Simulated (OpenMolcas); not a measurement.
# [NH4]+ (SMILES [NH4+]): HF/def2-TZVP

We compute a structure relaxation of [NH4]+. 

The results are computed with OpenMolcas 26.06.

2 further runs of the same task are left out: 2 set aside as unsound or not needed.

## 1. The structure to begin with

[NH4]+ has 5 atoms, charge +1, and is taken as a singlet. As SMILES, `[NH4+]`. The coordinates come from a PBE0-D4/def2-TZVP relaxation. The run starts from this shape.

Bond lengths: N1–H2 1.024 Å, N1–H3 1.024 Å, N1–H4 1.024 Å, N1–H5 1.024 Å. Angles: H2–N1–H3 109.5°, H2–N1–H4 109.5°, H2–N1–H5 109.5°, H3–N1–H4 109.5°, H3–N1–H5 109.5°, H4–N1–H5 109.5°.

## 2. A geometry optimisation at HF/def2-TZVP

The input, job.input:

```
&gateway
baslib=$CurrDir
coord
5
bohr
N      0.00001890     0.00001890     0.00000000
H      0.85666954    -0.84633274     1.51368952
H     -1.83762638     0.40852099     0.44448248
H      0.04524004    -1.19706591    -1.51867840
H      0.93571679     1.63485876    -0.43951250
basis=def2-TZVP
group=NoSym
>>> EXPORT MOLCAS_MAXITER=40
>>> Do While
&seward
&scf
charge=1
prorbitals=0
&slapaf
>>> EndDo
```

The basis set def2-TZVP is read from a file made from the Basis Set Exchange's data (not shown).

Run with:

```bash
$ export MOLCAS_MEM=1860
$ pymolcas job.input > job.log
```

The log of the run:

```text
--- Start Module: gateway ---
[...]
--- Stop Module: gateway /rc=_RC_ALL_IS_WELL_ ---
[...]
      Basis functions           55
[...]
       Convergence after  11 Iterations
[...]
::    Total SCF energy                                -56.5627856272
[...]
 *              Molecular gradients               *
 **************************************************
  Irreducible representation: a
 ------------------------------------------------------------------------------------------
                              X                       Y                       Z
 ------------------------------------------------------------------------------------------
  N1                3.00753208900303E-06    1.01775458215748E-05    3.53523935143278E-06
  H2                4.93919224899675E-03   -4.89005209168147E-03    8.72827099299434E-03
  H3               -1.05949957779465E-02    2.35853130447605E-03    2.56209313080036E-03
  H4                2.62148082192853E-04   -6.91164813171485E-03   -8.75773430864291E-03
  H5                5.39064791466837E-03    9.43299137309772E-03   -2.53616505450949E-03
 ------------------------------------------------------------------------------------------
[...]
--- Start Module: slapaf ---
[...]
 Geometry is converged in   3 iterations to a Minimum Structure
*****************************************************************************************************************
*****************************************************************************************************************
++ Geometry section
********************************************************************************
  Geometrical information of the final structure
********************************************************************************
  NOTE: on convergence the final predicted structure will be printed here.
  This is not identical to the structure printed in the head of the output.
 *********************************************************
[...]
--- Stop Module: slapaf /rc=_RC_INVOKED_OTHER_MODULE_ ---
--- Start Module: last_energy ---
[...]
       Convergence after   2 Iterations
[...]
::    Total SCF energy                                -56.5633271215
[...]
      Total spin, S                                     0.0000000000
[...]
      Total electronic charge=   10.000000
      Total            charge=    1.000000
[...]
      Dipole Moment (debye):
      Origin of the operator (angstrom)=    0.0000    0.0000   -0.0000
                   X= -1.8351E-07               Y= -3.6827E-07               Z= -1.3892E-07           Total=  4.3428E-07
      Center of Charge (angstrom)
[...]
--- Stop Module: last_energy /rc=_RC_ALL_IS_WELL_ ---
[...]
```

It took 14 s on 1 thread of Arm Neoverse N1, shared host; peak memory 0.39 GiB.

The path in brief:

| step | energy from the first frame kept (eV) | largest force (eV/Å) |
| --- | --- | --- |
| 0 | 0.0000 | 0.5739 |
| 1 | -0.0141 | 0.1226 |
| 2 | -0.0147 | 0.0000 |

After the run. Bond lengths: N1–H2 1.011 Å, N1–H3 1.011 Å, N1–H4 1.011 Å, N1–H5 1.011 Å. Angles: H2–N1–H3 109.5°, H2–N1–H4 109.5°, H2–N1–H5 109.5°, H3–N1–H4 109.5°, H3–N1–H5 109.5°, H4–N1–H5 109.5°.

## 3. Results

At HF/def2-TZVP:

| quantity | value |
| --- | --- |
| total energy at the end | -56.56333 Eh |
| HOMO energy | -27.41 eV |
| LUMO energy | -3.18 eV |
| HOMO–LUMO gap | 24.23 eV |

At the final geometry: Bond lengths: N1–H2 1.011 Å, N1–H3 1.011 Å, N1–H4 1.011 Å, N1–H5 1.011 Å. Angles: H2–N1–H3 109.5°, H2–N1–H4 109.5°, H2–N1–H5 109.5°, H3–N1–H4 109.5°, H3–N1–H5 109.5°, H4–N1–H5 109.5°. The optimisation took 2 steps and changed the energy by -0.015 eV.
